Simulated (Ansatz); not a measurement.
Species: C2H5O2, charge 1, singlet. C2H5O2+ (SMILES COC=[OH+]).
B3LYP-D3(BJ)/def2-TZVP minimum from Ansatz (a quantum-chemistry and plane-wave program):
```xyz
9

C     -0.9066     0.0336     0.0103
O     -0.6598    -1.2235     0.0191
O      0.0180     0.8737    -0.0083
H     -1.9243     0.4227     0.0187
C      1.4500     0.4641    -0.0213
H      1.9852     1.4050    -0.0363
H      1.6449    -0.1061     0.8827
H      1.6238    -0.1227    -0.9189
H     -1.4553    -1.7869     0.0336
```
Charge +1, spin multiplicity 1.

Total energies in cc-pVDZ, 24 correlated electrons, 4 frozen orbitals. Open shells are spin-unrestricted; no spin-orbit coupling. Correlated methods leave the cores frozen. No relativity.

```json
[
 {"method": "HF", "program": "Ansatz", "energy (Eh)": "-228.12691", "minus CCSDT(Q) (mEh)": "682.92"},
 {"method": "MP2", "program": "Ansatz", "energy (Eh)": "-228.75593", "minus CCSDT(Q) (mEh)": "53.90"},
 {"method": "CCSD", "program": "Ansatz", "energy (Eh)": "-228.78809", "minus CCSDT(Q) (mEh)": "21.74"},
 {"method": "CCSD(T)", "program": "Ansatz", "energy (Eh)": "-228.80740", "minus CCSDT(Q) (mEh)": "2.43"},
 {"method": "CCSDT(Q)", "program": "Ansatz", "energy (Eh)": "-228.80983", "minus CCSDT(Q) (mEh)": "0.00"}
]
```

Rough core times of Ansatz's runs on a shared machine: CCSD(T) under 20 s, CCSDT(Q) 20 min.
